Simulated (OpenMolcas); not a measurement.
# HOF (hypofluorous acid) at BP86/ANO-L-VDZ (RICD fitting, fitting threshold 1e-05)

Aim: the vertical electron affinity of HOF (hypofluorous acid) at BP86/ANO-L-VDZ (RICD fitting, fitting threshold 1e-05), from 2 runs. 

The results are computed with OpenMolcas 26.06.

## (1) The system as given

The species is HOF (3 atoms), meant as a singlet with charge 0. As SMILES, `OF`. The coordinates come from a PBE0-D4/def2-TZVP relaxation.

Bond lengths: O1–F2 1.406 Å, O1–H3 0.969 Å. Angles: F2–O1–H3 99.1°.

## (2) Energy and forces at BP86/ANO-L-VDZ (RICD fitting, fitting threshold 1e-05)

The input, job.input:

```
&gateway
  coord
  3
  bohr
  O      0.81369717    -0.39748499     0.40880445
  F     -0.41934912     1.91735392    -0.02074919
  H     -0.39436694    -1.51986893    -0.38805526
  basis
  ANO-L-VDZ
  group
  NoSym
  ricd
  acd
  cdthreshold
  1e-05

&seward

&scf
  ksdft
  2
  1.0 GGA_X_B88
  1.0 GGA_C_P86
  prorbitals
  1 1

&alaska
```

Launch:

```
export MOLCAS_MEM=1860
pymolcas job.input > job.log
```

Output:

```text
--- Start Module: gateway ---
[...]
--- Stop Module: gateway /rc=_RC_ALL_IS_WELL_ ---
[...]
      Basis functions           20
[...]
--- Start Module: scf ---
[...]
       Convergence after  12 Iterations
[...]
::    Total KS-DFT energy                            -175.5737020896
[...]
      Total spin, S                                     0.0000000000
[...]
      Total electronic charge=   18.000000
      Total            charge=   -0.000000
[...]
      Dipole Moment (debye):
      Origin of the operator (angstrom)=    0.0684    0.4195    0.0846
                   X= -1.1238E+00               Y= -1.7874E+00               Z= -8.2369E-01           Total=  2.2663E+00
      Quadrupole Moment (debye*angstrom):
[...]
--- Stop Module: scf /rc=_RC_ALL_IS_WELL_ ---
[...]
--- Start Module: alaska ---
[...]
 *              Molecular gradients               *
 **************************************************
  Irreducible representation: a
 ------------------------------------------------------------------------------------------
                              X                       Y                       Z
 ------------------------------------------------------------------------------------------
  O1               -6.16954474769251E-02    3.81660577850766E-02   -3.01053636299859E-02
  F2                3.40788880713578E-02   -7.14017710706250E-02    1.10485799035964E-02
  H3                2.76165594055748E-02    3.32357132855656E-02    1.90567837263886E-02
 ------------------------------------------------------------------------------------------
--- Stop Module: alaska /rc=_RC_ALL_IS_WELL_ ---
[...]
```

Run time: 2.8 s. Hardware: 1 thread of Arm Neoverse V2, shared host; peak memory 0.082 GiB.

## (3) The doublet anion at the same level

The input, job.input:

```
* FHO Kohn-Sham DFT

&GATEWAY
  Coord
  3
  bohr
  O      0.81369717    -0.39748499     0.40880445
  F     -0.41934912     1.91735392    -0.02074919
  H     -0.39436694    -1.51986893    -0.38805526
  Basis=ANO-L-VDZ
  Group=NoSym
  RICD
  aCD
  CDThreshold=1e-05

&SEWARD

&SCF
  UHF
  Charge=-1
  Spin=2
  KSDFT=2
  1.0 GGA_X_B88
  1.0 GGA_C_P86
  PrOrbitals=1 1

&ALASKA
```

Launch:

```
export MOLCAS_MEM=1860
pymolcas job.input > job.log
```

Output:

```text
--- Start Module: gateway ---
[...]
--- Stop Module: gateway /rc=_RC_ALL_IS_WELL_ ---
[...]
      Basis functions           20
[...]
--- Start Module: scf ---
[...]
       Convergence after  26 Iterations
[...]
::    Total KS-DFT energy                            -175.5365851713
[...]
      Total spin, S                                     0.5002995808
[...]
      Total electronic charge=   19.000000
      Total            charge=   -1.000000
[...]
      Dipole Moment (debye):
      Origin of the operator (angstrom)=    0.0684    0.4195    0.0846
                   X= -6.6262E-01               Y=  2.9912E+00               Z= -3.7058E-02           Total=  3.0639E+00
      Center of Charge (angstrom)
[...]
--- Stop Module: scf /rc=_RC_ALL_IS_WELL_ ---
[...]
--- Start Module: alaska ---
[...]
 *              Molecular gradients               *
 **************************************************
  Irreducible representation: a
 ------------------------------------------------------------------------------------------
                              X                       Y                       Z
 ------------------------------------------------------------------------------------------
  O1               -1.29764306300963E-01    1.45339628524471E-01   -5.61046317123925E-02
  F2                9.49494567764755E-02   -2.05643337973718E-01    3.00394312783885E-02
  H3                3.48148495244955E-02    6.03037094492438E-02    2.60652004340041E-02
 ------------------------------------------------------------------------------------------
--- Stop Module: alaska /rc=_RC_ALL_IS_WELL_ ---
[...]
```

It took 4.5 s on 1 thread of Arm Neoverse V2, shared host; peak memory 0.082 GiB.

## (4) Outcome

At BP86/ANO-L-VDZ (RICD fitting, fitting threshold 1e-05):

```
                                         quantity          value
                        singlet HOF: total energy  -175.57370 Eh
                       singlet HOF: dipole moment         2.27 D
                         singlet HOF: HOMO energy       -7.47 eV
                         singlet HOF: LUMO energy       -3.32 eV
                       singlet HOF: HOMO–LUMO gap        4.15 eV
            singlet HOF: largest force on an atom     4.108 eV/Å
                      doublet anion: total energy  -175.53659 Eh
doublet anion: HOMO energy (highest over α and β)        4.20 eV
 doublet anion: LUMO energy (lowest over α and β)        4.89 eV
                              doublet anion: ⟨S²⟩          0.751
          doublet anion: largest force on an atom    11.749 eV/Å
vertical electron affinity (to the doublet anion)      -1.010 eV
```

**Reading.** The anion lies 1.01 eV (23 kcal/mol) above the neutral: the electron isn't bound at this level, and such a value depends on the basis. Without diffuse functions anions come out too high. The largest force (singlet HOF) is 4.11 eV/Å: the shape isn't a stationary point for this species at this level. Mulliken charges (singlet HOF) run from -0.14 on O1 to +0.28 on H3; they depend strongly on the basis. Mulliken charges (doublet anion) run from -0.45 on H3 to -0.18 on O1; they depend strongly on the basis. The HOMO (doublet anion) lies at positive energy, 4.20 eV, as semi-local functionals often give for anions; only total energies tell whether the electron is bound.
